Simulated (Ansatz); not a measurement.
I need harmonic frequencies at the relaxed geometry of C₂HF₃, SMILES [CH]C(F)(F)F. Use Ansatz's Python interface. Level of theory (for the species named): PBE0, cc-pVDZ basis, multiplicity 3.

| atom | x (Å) | y (Å) | z (Å) |
| --- | --- | --- | --- |
| C | 0.9756 | 0.0181 | 0.6822 |
| C | -0.3796 | -0.0105 | 0.0027 |
| F | -0.4737 | -1.1318 | -0.8000 |
| F | -1.3721 | -0.0503 | 0.9628 |
| F | -0.5358 | 1.1243 | -0.7708 |
| H | 1.7856 | 0.0502 | -0.0769 |

`freq.py`
```python
import argparse

import ansatz as az
from ase import Atoms
import numpy as np

parser = argparse.ArgumentParser(description="Harmonic frequencies of C2HF3 at its relaxed geometry.")
parser.add_argument("--basis-set", default="cc-pVDZ", help="basis")
parser.add_argument("--functional", default="pbe0", help="exchange-correlation functional")
args = parser.parse_args()

atoms = Atoms(["C", "C", "F", "F", "F", "H"], positions=[
    (0.9756, 0.0181, 0.6822),
    (-0.3796, -0.0105, 0.0027),
    (-0.4737, -1.1318, -0.8),
    (-1.3721, -0.0503, 0.9628),
    (-0.5358, 1.1243, -0.7708),
    (1.7856, 0.0502, -0.0769),
])
mol = az.Crystal.molecule_from_ase(atoms)

setup = mol.calculation().basis(gaussian=args.basis_set).functional(args.functional).spin("collinear", total=2)
symbols = [site.symbol for site in mol.cartesian_sites]
start = np.array([site.position_ang for site in mol.cartesian_sites], dtype=float)
data = setup.relax(force_tolerance=0.003).run().report
end = np.array(data["positions_ang"])

print("final positions (A) and the move of each atom")
for symbol, xyz, old in zip(symbols, end, start):
    print(f"{symbol:2s} {xyz[0]:10.5f} {xyz[1]:10.5f} {xyz[2]:10.5f}   {np.linalg.norm(xyz - old):7.4f}")

minimum = az.Crystal.molecule()
for symbol, xyz in zip(symbols, end):
    minimum = minimum.atom(symbol, xyz.tolist())
vibrating = (
    minimum.calculation()
    .basis(gaussian=args.basis_set)
    .functional(args.functional)
    .spin("collinear", total=2)
    .phonons(temperatures=(100, 500, 100))
)
vib = vibrating.run().report["vibrations"]
sums = vib["harmonic_sums"]
modes = [m["omega_inv_cm"] for m in sums["modes_at_gamma"] if m["rigid_motion"] == "no"]
for number, w in enumerate(modes, start=1):
    print(f"mode {number:2d} {w:9.1f} 1/cm {w / 8065.544 * 1000:8.2f} meV")
print("imaginary modes:", sum(w < 0 for w in modes), " zero-point energy:", round(sums["zero_point_energy_ev"], 4), "eV")
print("T (K)   F_vib (eV)   S_vib (meV/K)   C_vib (meV/K)")
for row in zip(sums["temperatures_k"], sums["vibrational_free_energy_ev"], vib["entropy_ev_per_k"], vib["heat_capacity_ev_per_k"]):
    print(f"{row[0]:6.1f} {row[1]:11.4f} {1000 * row[2]:13.4f} {1000 * row[3]:15.4f}")
```

```console
$ python freq.py
final positions (A) and the move of each atom
C     0.96723    0.01954    0.54927    0.1332
C    -0.38986   -0.01055   -0.01507    0.0205
F    -0.57906   -1.08668   -0.80200    0.1146
F    -1.31397   -0.04853    0.95205    0.0591
F    -0.63858    1.07352   -0.77405    0.1147
H     1.95423    0.05271    0.08981    0.2371
mode  1     156.6 1/cm    19.42 meV
mode  2     368.7 1/cm    45.71 meV
mode  3     424.4 1/cm    52.62 meV
mode  4     531.1 1/cm    65.85 meV
mode  5     569.2 1/cm    70.57 meV
mode  6     623.8 1/cm    77.34 meV
mode  7     838.5 1/cm   103.96 meV
mode  8     898.5 1/cm   111.40 meV
mode  9    1168.4 1/cm   144.86 meV
mode 10    1219.7 1/cm   151.23 meV
mode 11    1328.4 1/cm   164.70 meV
mode 12    3285.9 1/cm   407.40 meV
imaginary modes: 0  zero-point energy: 0.7075 eV
T (K)   F_vib (eV)   S_vib (meV/K)   C_vib (meV/K)
 100.0      0.7065        0.0371          0.0818
 200.0      0.6977        0.1461          0.2587
 300.0      0.6764        0.2837          0.4258
 400.0      0.6409        0.4248          0.5554
 500.0      0.5916        0.5596          0.6506
```

What to keep in mind:
- The frequencies are harmonic and unscaled, in a modest basis. The result belongs to the one conformer reached from this start, and soft torsions count as harmonic oscillators.
- The species is open-shell (spin multiplicity 3).
- Wall time of the script: 110 s on 1 thread of Arm Neoverse V2, on a shared host, peak memory 0.26 GiB.

(A comment or docstring line of the script was reworded after the run, the code is as it ran; lines on the test bed's own set-up are left out of the output.)
